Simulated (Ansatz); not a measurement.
1T (CdI2-type) PdTe2, treated with PBE0 (Ansatz, a first-principles code, PAW).

Numerical settings: plane-wave cutoff 460 eV, 9×9×6 k mesh (along the axes of the cell as run), Fermi–Dirac smearing 0.05 eV, scalar-relativistic PAW data made under PBE.

Computed at the level's own relaxed cell.

**Question.** What does this level give for the lattice constant a and c axis length?

**Answer.** 
* **lattice constant a**: 4.059 Å
* **c axis length**: 5.159 Å

The run finds no gap.

Note: the cell comes from a level without a dispersion term, which matters for the spacing of layers, chains or molecules.

Spin–orbit coupling is not included; it can open a gap where bands touch, and shift volumes and moduli.
